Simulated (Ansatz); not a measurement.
## Relaxing Na₂HfO₂

The calculation used DFT PBE, scalar-relativistic, plane waves, PAW in Ansatz 0.2.0.

Na₂HfO₂ was placed on the ThCr2Si2 structure type (I4/mmm, No. 139), with Hf in place of Th, Na in place of Cr, O in place of Si, at a guessed volume.

Input of the last, converged step (default PAW datasets):

```yaml
crystal:
  lattice:
    - [-1.6051027189, 1.6051027189, 5.7739498952]
    - [1.6051027189, -1.6051027189, 5.7739498952]
    - [1.6051027189, 1.6051027189, -5.7739498952]
  atoms:
    - { symbol: Na, position: [0.25, 0.75, 0.5] }
    - { symbol: Na, position: [0.75, 0.25, 0.5] }
    - { symbol: Hf, position: [0.0, 0.0, 0.0] }
    - { symbol: O, position: [0.6047969216, 0.6047969216, 0.0] }
    - { symbol: O, position: [0.3952030784, 0.3952030784, 0.0] }
basis:
  ecutwfc: 420
kpoints:
  mp_grid: { grid: [16, 16, 16] }
hamiltonian:
  xc: pbe
scf:
  occupations: { method: gaussian, width: 0.1 }
output:
  forces: true
  stress: true
  eigenvalues: true
relax:
  adjacent_minimum: "off"
  f_tol: 0.01
  max_steps: 80
  cell: { stress_tol: 0.05 }
```

Launched as:

```bash
ansatz run input.yaml --threads 1 --pin off --max-ram 2560MiB --backend cpu --events-out ev --progress --plain --runs-dir out
```

The run took 3.3 min on 1 thread of Arm Neoverse V1 (shared host), peak memory 0.75 GiB.

End of the output:

```
SCF converged after 6 iterations
Free energy (F): -19828.487434 eV
Harris-Foulkes:  -19828.487434 eV  (|F-HF|=3.64e-11)
Internal energy: -19828.471764 eV  (E = F + TS)
E sigma→0 (E₀):  -19828.479599 eV
Entropy (-TS):   -0.015670 eV (-3.134 meV/atom)
Fermi energy:    14.178456 eV
--- Per-component energies (eV) ---
  E_band       = -367.911140
  E_kinetic    = 1012.519914
  E_local      = -8155.905182  (includes V_loc(G=0)·N_el)
  E_nonlocal   = -917.747050
  E_hartree    = 3483.575533
  E_xc         = -526.102593
  E_vxc        = -555.697801  (∫ρ·V_xc dr)
  E_paw        = -7765.330288  (= ΣΔE_a)
  E_vpaw       = 1281.763269  (= ΣTr[D̂ρ^β])
  E_aug_tail   = 0.004771  (compensation charges beyond the density's cutoff)
  E_ewald      = -6959.486869
  E_smearing   = -0.015670  (= −TS)
  E_closure    = 0.000000  (closes the sum)
  Σ components = -19828.487434   (vs F -19828.487434, Δ=0.00e0)
--- Forces (eV/Å), atoms counted from 1 ---
  atom   1  Na     0.00000000     0.00000000     0.00000000
  atom   2  Na     0.00000000     0.00000000     0.00000000
  atom   3  Hf     0.00000000     0.00000000     0.00000000
  atom   4  O      0.00000000     0.00000000     0.00373247
  atom   5  O      0.00000000     0.00000000    -0.00373247
  max |Σ_I F_I| component: 2.60e-17 eV/Å
--- Stress (GPa, compression-positive) ---
       -0.004306       0.000000       0.000000
        0.000000      -0.004306       0.000000
        0.000000       0.000000      -0.029481
  P = ⅓ Tr σ = -0.0127 GPa (-0.127 kbar)
--- Relaxed structure (4 steps of the walk, 3 accepted, 1 SCFs on fresh bases) ---
  F+E_penalty+E_count = -19828.48743398 eV   max|allowed force component| = 3.732e-3 eV/Å   (the final SCF, on the basis selected at the relaxed cell)
  cell:  # Å, volume = 59.4221 Å³
    - [-1.604534, 1.604534, 5.770190]
    - [1.604534, -1.604534, 5.770190]
    - [1.604534, 1.604534, -5.770190]
  atoms:
    - { symbol: Na, position: [0.250000, 0.75, 0.500000] }
    - { symbol: Na, position: [0.75, 0.250000, 0.500000] }
    - { symbol: Hf, position: [0.000000, 0.000000, 0.000000] }
    - { symbol: O, position: [0.604743, 0.604743, 0.000000] }
    - { symbol: O, position: [0.395257, 0.395257, 0.000000] }
```

Absolute energies hang on the potentials; compare differences alone.

The result has space group I4/mmm (No. 139). Na has 4 Na at 2.27 Å and 4 O at 2.32 Å; Hf has 8 O at 2.57 Å; O has 4 Na at 2.32 Å, 1 O at 2.42 Å and 4 Hf at 2.57 Å.

Against the elements it lies at -0.87 eV/atom. Energies over the elements count from the elements' standard structures at the same level (O₂ as a molecule), with no empirical corrections.

The k mesh leaves about 4 meV/atom of noise in metals. Spin–orbit coupling is left out.

A structure relaxed within its symmetry needn't be a true minimum.